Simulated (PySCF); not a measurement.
Planning a geometry optimisation on `N(=C)C(=C)[O-]`.

Method: PBE0-D3(BJ)/def2-SVP geometry optimisation, gas phase (PySCF 2.14.0). Work: geometry optimisation from a GFN2-xTB start, density fitting. A driver script takes a list of jobs; this job's settings line and coordinates (Å) are shown.

Input:
```
{"job": {"xc": "PBE0", "basis": "def2-SVP", "d3": "d3bj", "grid": 1, "kind": "geom"}, "charge": -1, "multiplicity": 1}
C      1.724947     0.311337     0.123257
N      0.553349     0.549778    -0.270374
C     -0.495255    -0.370719     0.123357
C     -1.695567     0.038745    -0.384147
O     -0.233343    -1.373908     0.832676
H      1.994813    -0.551917     0.744401
H      2.532858     0.986079    -0.156308
H     -1.764240     0.932041    -0.982080
H     -2.604001    -0.515443    -0.201483
```

Hardware: one thread of an Arm Neoverse V1, no GPU, shared host with 64 logical CPUs at a one-minute load of 36. PySCF's memory limit was set to 1040 MB.

The basis has 90 functions.

Q: What wall time should be expected on this hardware?

A: About 12 s. The run took 6 energy-and-gradient evaluations and 43 SCF cycles, 2.0 s an evaluation on average.

Q: How much memory does it need at the peak?

A: About 0.45 GiB. Peak memory is the resident size of the whole Python process, interpreter and libraries included.

Q: At this speed, how long would 1000 such jobs take on 96 cores, one job a core?

A: 1000/96 gives 11 rounds of 12 s, about 2.2 min of wall time and 3.3 core-hours, if the jobs don't slow each other.

Other jobs ran on the host; a repeat could differ by tens of per cent or more.

The run converged: final energy -246.21479 Eh after 5 steps.
